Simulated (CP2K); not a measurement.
# SiO (SMILES O=[Si]): B3LYP/6-31G(d) (spherical functions)

Aim: the vertical ionisation energy of SiO at B3LYP/6-31G* (spherical functions), from 2 runs. 

The calculation is run with CP2K 2026.2.

7 further runs of the same task are left out: 5 that didn't finish, 2 set aside as unsound or not needed.

## (1) Starting point

SiO has 2 atoms, charge 0, and is taken as a singlet. As SMILES, `O=[Si]`. Geometry: relaxed at PBE0-D4/def2-TZVP.

Bond lengths: O1–Si2 1.509 Å.

## (2) The energy at B3LYP/6-31G(d) (spherical functions)

File run.inp:

```
&GLOBAL
    PROJECT run
    RUN_TYPE ENERGY
    PRINT_LEVEL MEDIUM
&END GLOBAL

&FORCE_EVAL
    METHOD QUICKSTEP
    &DFT
        BASIS_SET_FILE_NAME ./6_31gs.basis
        POTENTIAL_FILE_NAME POTENTIAL
        CHARGE 0
        MULTIPLICITY 1
        &QS
            METHOD GAPW
            EPS_DEFAULT 1.0E-10
        &END QS
        &MGRID
            CUTOFF 280
            REL_CUTOFF 50
            NGRIDS 4
        &END MGRID
        &POISSON
            PERIODIC NONE
            POISSON_SOLVER MULTIPOLE
        &END POISSON
        &SCF
            SCF_GUESS ATOMIC
            EPS_SCF 1.0E-07
            MAX_SCF 150
            ADDED_MOS 10
            &DIAGONALIZATION
                ALGORITHM STANDARD
            &END DIAGONALIZATION
            &MIXING
                METHOD DIRECT_P_MIXING
                ALPHA 0.4
            &END MIXING
        &END SCF
        &XC
            &XC_FUNCTIONAL
                &HYB_GGA_XC_B3LYP
                &END HYB_GGA_XC_B3LYP
            &END XC_FUNCTIONAL
            &HF
                FRACTION 0.2
                &SCREENING
                    EPS_SCHWARZ 1.0E-10
                    SCREEN_ON_INITIAL_P F
                &END SCREENING
                &INTERACTION_POTENTIAL
                    POTENTIAL_TYPE COULOMB
                &END INTERACTION_POTENTIAL
                &MEMORY
                    MAX_MEMORY 1050
                &END MEMORY
            &END HF
        &END XC
        &PRINT
            &MOMENTS
                PERIODIC F
                REFERENCE COM
                MAX_MOMENT 1
            &END MOMENTS
            &MO ON
                ENERGIES T
                OCCUPATION_NUMBERS T
                NDIGITS 6
                &EACH
                    QS_SCF 0
                &END EACH
                ADD_LAST NUMERIC
            &END MO
            &LOWDIN ON
            &END LOWDIN
            &HIRSHFELD OFF
            &END HIRSHFELD
        &END PRINT
    &END DFT
    &SUBSYS
        &CELL
            ABC [angstrom] 8.3 7.5 7.6
            PERIODIC NONE
        &END CELL
        &COORD
            O      3.509300     3.981500     3.476000
            Si     4.790700     3.518500     4.124000
        &END COORD
        &KIND O
            BASIS_SET 6-31Gs
            POTENTIAL ALL
            LEBEDEV_GRID 194
            RADIAL_GRID 100
        &END KIND
        &KIND Si
            BASIS_SET 6-31Gs
            POTENTIAL ALL
            LEBEDEV_GRID 194
            RADIAL_GRID 100
        &END KIND
    &END SUBSYS
&END FORCE_EVAL
```

On the command line:

```bash
$ OMP_NUM_THREADS=1 cp2k.psmp run.inp > run.out
```

The program printed:

```text
CP2K| version string:                                       CP2K version 2026.2
[...]
 GLOBAL| Method name                                                        CP2K
[...]
 GLOBAL| Run type                                                         ENERGY
[...]
 DFT| Spin restricted Kohn-Sham (RKS) calculation                            RKS
 DFT| Multiplicity                                                             1
[...]
 DFT| Charge                                                                   0
[...]
 FUNCTIONAL| HYB_GGA_XC_B3LYP:
[...]
 QS| Method:                                                                GAPW
[...]
 QS| Density cutoff [a.u.]:                                                140.0
[...]
 QS| Relative density cutoff [a.u.]:                                        25.0
[...]
                             - Atoms:                                          2
[...]
                             - Spherical basis functions:                     32
[...]
 Number of electrons:                                                         22
[...]
     1 P_Mix/Diag. 0.40E+00    1.7     0.22885364      -364.7439699178 -3.65E+02
[...]
    14 DIIS/Diag.  0.11E-06    0.7     0.00000003      -364.7161087082 -3.41E-13
  *** SCF run converged in    14 steps ***
[...]
  Overlap energy of the core charge distribution:               0.00000064171156
  Self energy of the core charge distribution:               -198.57052747259610
  Core Hamiltonian energy:                                   -168.42874989310477
  Hartree energy:                                              33.26281170084099
  Exchange-correlation energy:                                 -7.51431811504332
  Hartree-Fock Exchange energy:                                -5.70727572090871
[...]
                     Mulliken Population Analysis
 #  Atom  Element  Kind  Atomic population                           Net charge
       1     O        1          8.469319                             -0.469319
       2     Si       2         13.530681                              0.469319
 # Total charge                             22.000000                 -0.000000
[...]
  Dipole moment [Debye]
    X=  0.2189034E+01 Y= -0.7954810E+00 Z=  0.1112878E+01  Total=      2.5813093
 ENERGY| Total FORCE_EVAL ( QS ) energy [hartree]           -364.716108708232639
[...]
```

Wall time 12 s (1 thread of Arm Neoverse V1, shared host); peak memory 0.35 GiB.

## (3) The doublet cation

File job.inp:

```
&GLOBAL
    PROJECT_NAME job
    RUN_TYPE ENERGY
    PRINT_LEVEL MEDIUM
&END

&FORCE_EVAL
    METHOD QUICKSTEP
    &DFT
        BASIS_SET_FILE_NAME ./6_31gs.basis
        POTENTIAL_FILE_NAME POTENTIAL
        CHARGE 1
        MULTIPLICITY 2
        UKS T
        &QS
            METHOD GAPW
            EPS_DEFAULT 1.0E-10
        &END
        &MGRID
            CUTOFF 280
            REL_CUTOFF 50
            NGRIDS 4
        &END
        &POISSON
            PERIODIC NONE
            POISSON_SOLVER MULTIPOLE
        &END
        &SCF
            SCF_GUESS ATOMIC
            EPS_SCF 1.0E-06
            MAX_SCF 40
            &OT
                MINIMIZER DIIS
                PRECONDITIONER FULL_ALL
            &END
            &OUTER_SCF
                EPS_SCF 1.0E-06
                MAX_SCF 10
            &END
        &END
        &XC
            &XC_FUNCTIONAL
                &HYB_GGA_XC_B3LYP
                &END
            &END
            &HF
                FRACTION 0.2
                &SCREENING
                    EPS_SCHWARZ 1.0E-10
                &END
                &MEMORY
                    MAX_MEMORY 1050
                &END
            &END
        &END
        &PRINT
            &MOMENTS
                PERIODIC F
                REFERENCE COM
                MAX_MOMENT 1
            &END
            &MO_CUBES
                NLUMO 1
                NHOMO -1
                WRITE_CUBE F
            &END
            &LOWDIN ON
            &END
            &HIRSHFELD OFF
            &END
            &MO_MOLDEN ON
                NDIGITS 8
                NLUMO 1
            &END
        &END
    &END
    &SUBSYS
        &CELL
            ABC 8.3 7.5 7.6
            PERIODIC NONE
        &END
        &COORD
            O      3.509300     3.981500     3.476000
            Si     4.790700     3.518500     4.124000
        &END
        &KIND O
            BASIS_SET 6-31Gs
            POTENTIAL ALL
            LEBEDEV_GRID 194
            RADIAL_GRID 100
        &END
        &KIND Si
            BASIS_SET 6-31Gs
            POTENTIAL ALL
            LEBEDEV_GRID 194
            RADIAL_GRID 100
        &END
    &END
&END
```

On the command line:

```bash
$ OMP_NUM_THREADS=1 cp2k.psmp -i job.inp -o job.out
```

The program printed:

```text
CP2K| version string:                                       CP2K version 2026.2
[...]
 GLOBAL| Method name                                                        CP2K
[...]
 GLOBAL| Run type                                                         ENERGY
[...]
 DFT| Spin unrestricted (spin-polarized) Kohn-Sham calculation               UKS
 DFT| Multiplicity                                                             2
[...]
 DFT| Charge                                                                   1
[...]
 FUNCTIONAL| HYB_GGA_XC_B3LYP:
[...]
 QS| Method:                                                                GAPW
[...]
 QS| Density cutoff [a.u.]:                                                140.0
[...]
 QS| Relative density cutoff [a.u.]:                                        25.0
[...]
                             - Atoms:                                          2
[...]
                             - Spherical basis functions:                     32
[...]
 Number of electrons:                                                         11
[...]
     1 OT DIIS     0.15E+00    2.3     1.00101647      -305.7012549748 -3.06E+02
[...]
    37 OT DIIS     0.15E+00    1.3     0.00000094      -364.2987799664 -2.26E-10
  *** SCF run converged in    37 steps ***
[...]
  Overlap energy of the core charge distribution:               0.00000064171156
  Self energy of the core charge distribution:               -198.57052747259610
  Core Hamiltonian energy:                                   -168.75994228894413
  Hartree energy:                                              33.77443528475452
  Exchange-correlation energy:                                 -7.26344470915950
  Hartree-Fock Exchange energy:                                -5.64610606524996
[...]
                     Mulliken Population Analysis
 #  Atom  Element  Kind  Atomic population (alpha,beta) Net charge  Spin moment
       1     O        1         4.359065     3.836353    -0.195418     0.522712
       2     Si       2         6.640935     6.163647     1.195418     0.477288
 # Total charge and spin       11.000000    10.000000     1.000000     1.000000
[...]
  Dipole moment [Debye]
    X=  0.3555772E+01 Y= -0.1291978E+01 Z=  0.1808341E+01  Total=      4.1931873
[...]
 HOMO - LUMO gap [eV] :    3.113427
 ENERGY| Total FORCE_EVAL ( QS ) energy [hartree]           -364.298779966447512
[...]
```

Run time: 1.7 min. Hardware: 1 thread of Arm Neoverse V1, shared host; peak memory 0.41 GiB.

## (4) Outcome

At B3LYP/6-31G* (spherical functions):

```
                                          quantity          value
                         singlet SiO: total energy  -364.71611 Eh
                        singlet SiO: dipole moment         2.58 D
                          singlet SiO: HOMO energy       -8.32 eV
                          singlet SiO: LUMO energy       -1.76 eV
                        singlet SiO: HOMO–LUMO gap        6.56 eV
                      doublet cation: total energy  -364.29878 Eh
doublet cation: HOMO energy (highest over α and β)      -17.53 eV
 doublet cation: LUMO energy (lowest over α and β)      -14.42 eV
                              doublet cation: ⟨S²⟩          0.758
vertical ionisation energy (to the doublet cation)      11.356 eV
```

**Reading.** Removing an electron at fixed nuclei costs 11.36 eV (1096 kJ/mol). −ε(HOMO) before ionisation, 8.32 eV, is 3.03 eV below this ionisation energy.
